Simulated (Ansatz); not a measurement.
## HAlGa⁺, triplet: reading a ladder of total energies

Geometry: that of the HAlGa, doublet, kept fixed.

```xyz
3

Al    0.0000    0.0000    0.3496
Ga    0.0000    0.0000   -2.3209
H     0.0000    0.0000    1.9714
```

Basis cc-pVTZ; Ansatz 0.2.0. Correlated methods freeze the noble-gas cores and the filled d shells of p-block atoms, which leaves 6 electrons in 72 orbitals. Prefix R: restricted or restricted open-shell reference; prefix U: unrestricted. No spin–orbit coupling is included, and no scalar relativity.

Full CI isn't at hand for all of this; UCCSDT(Q) serves as the reference, and is uncertain by the last step of the cluster series or more.

UCCSD has a T1 diagnostic of 0.029 and a largest doubles amplitude of 0.09.

Runs differ by some tens of microhartree through their thresholds and, for an open shell, their frozen cores, so steps under 0.03 kcal/mol mean nothing.

Here the R and U totals at CCSDT(Q) differ by 0.18 kcal/mol, a measure of how far such totals hang on the determinant and its frozen core.

```tsv
level	total energy (hartree)
UHF	-2165.498868
UMP2	-2165.579154
UCCSD	-2165.605421
UCCSD(T)	-2165.609397
UCCSDT	-2165.610731
UCCSDT(Q)	-2165.610915
```

**Question.** What is the correlation energy at UCCSDT(Q), and what share of it do UMP2 and UCCSDT recover?

**Answer.** E(corr) = -2165.610915 − (-2165.498868) = -0.112047 hartree = -3.049 eV. UMP2: -0.080286 / -0.112047 = 71.65 %. UCCSDT: -0.111863 / -0.112047 = 99.84 %.

**Question.** By how many kcal/mol does UCCSD(T) miss UCCSDT(Q) (1 hartree = 627.509 kcal/mol), and which steps make up the rest?

**Answer.** -2165.609397 − (-2165.610915) = 0.001518 hartree = 0.95 kcal/mol. Steps: UCCSDT − UCCSD(T) = -0.84, UCCSDT(Q) − UCCSDT = -0.12 kcal/mol. Differences between like states or geometries often cancel part of this.
